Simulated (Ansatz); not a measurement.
# BH3Cl (doublet): wave-function methods side by side at distance Cl1–H2 along a hydrogen transfer = 1.324 Å, cc-pVDZ

Aim: climb from Hartree-Fock through coupled cluster and multireference methods for BH3Cl (doublet) at one geometry and basis, and see what each rung misses.

Computed with Ansatz 0.2.0, Gaussian basis. Level: cc-pVDZ, core rule «outside noble gas», up to 6 orbitals frozen.

The runs, in order: UHF; CCSD(T) on ROHF; CCSD(T) on UHF; BCCD(T) on ROHF; CISD; CCSDT(Q) on ROHF; CCSDT(Q) on UHF; CASSCF and MRCISD+Q, 3 electrons in 3 orbitals; CASSCF and NEVPT2, 3 electrons in 3 orbitals.

15 further runs of the same task are left out: 9 for a known fault of the program, 4 that didn't finish, 2 set aside as unsound or not needed.

## (1) What is computed

The geometry derives from fragments relaxed apart (PBE0/def2-TZVP) and kept rigid, so it is no stationary point. A hydrogen atom is moved between rigid fragments.

5 atoms, charge 0, spin multiplicity 2.

Atoms are counted from 1 here; the program's logs count them from 0.

Bond lengths: Cl1–H2 1.324 Å, H2–B3 1.439 Å, B3–H4 1.191 Å, B3–H5 1.191 Å. Angles: Cl1–H2–B3 180.0°, H2–B3–H4 115.3°, H2–B3–H5 115.3°, H4–B3–H5 129.4°.

Coordinates:

```xyz
5

Cl   -0.7670    0.0000    0.0000
H     0.5570    0.0000    0.0000
B     1.9960    0.0000    0.0000
H     2.5051    0.0000    1.0770
H     2.5051    0.0000   -1.0770
```

## (2) UHF

The input, in.yaml:

```yaml
crystal:
  periodic: [false, false, false]
  atoms:
    - {symbol: Cl, position_ang: [-0.766952, 0.000000, 0.000000]}
    - {symbol: H, position_ang: [0.557048, 0.000000, 0.000000]}
    - {symbol: B, position_ang: [1.996048, 0.000000, 0.000000]}
    - {symbol: H, position_ang: [2.505121, 0.000000, 1.077008]}
    - {symbol: H, position_ang: [2.505121, 0.000000, -1.077008]}
basis:
  gaussian: {orbitals: cc-pVDZ}
magnetization: {spin_polarized: true, initial_magnetization: 1}
hamiltonian: {xc: hf}
output: {orbitals: {seedname: orbitals}}
```

Launch:

```bash
$ ansatz run in.yaml --threads 1 --pin off --events-out ev --progress --plain --max-ram 2393MiB
```

After this run come: CCSD(T) on ROHF; CCSD(T) on UHF; BCCD(T) on ROHF; CISD; CCSDT(Q) on ROHF; CCSDT(Q) on UHF; CASSCF and MRCISD+Q, 3 electrons in 3 orbitals; CASSCF and NEVPT2, 3 electrons in 3 orbitals.

Before running them: what should the planned runs give, taken together? Wanted: UCCSDT(Q) below the RHF energy; RMP2 from UCCSDT(Q); UMP2 from UCCSDT(Q); RCCSD from UCCSDT(Q); RCCSD(T) from UCCSDT(Q); UCCSD(T) from UCCSDT(Q); RCCSDT(Q) from UCCSDT(Q); NEVPT2 pair from UCCSDT(Q); MRCISD+Q pair from UCCSDT(Q).

The runs gave:

| quantity | value |
| --- | --- |
| UCCSDT(Q) below the RHF energy | -7.3813 eV |
| RMP2 from UCCSDT(Q) | +1095.9 meV |
| UMP2 from UCCSDT(Q) | +1125.5 meV |
| RCCSD from UCCSDT(Q) | +165.3 meV |
| RCCSD(T) from UCCSDT(Q) | +29.8 meV |
| UCCSD(T) from UCCSDT(Q) | +30.2 meV |
| RCCSDT(Q) from UCCSDT(Q) | +0.5 meV |
| NEVPT2 pair from UCCSDT(Q) | +1114.3 meV |
| MRCISD+Q pair from UCCSDT(Q) | +48.2 meV |
| levels within 1 kcal/mol (43 meV) | RCCSD(T), UCCSD(T), BCCD(T), RCCSDT, UCCSDT, RCCSDT(Q) |
| T1 diagnostic | 0.017 |

**Reading.** RCCSD(T) misses by +29.8 meV, 0.4 % of the correlation energy. Of the multireference levels listed MRCISD+Q pair comes nearest in total energy (+48.2 meV), which doesn't show that its space is the better one. These misses are within one basis, not against nature; the frozen cores of restricted and unrestricted runs differ, which can shift their rows.
